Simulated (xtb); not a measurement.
xtb input:

```bash
xtb mol.xyz --gfn 2 --ohess tight --chrg 1 --uhf 0
```
mol.xyz:
```
2

N     -0.03122677     0.03681118    -0.56160634
O      0.01776417     0.02332544     0.59633064
```

Predict the final energy.

-6.29299 Eh (GFN2-xTB).
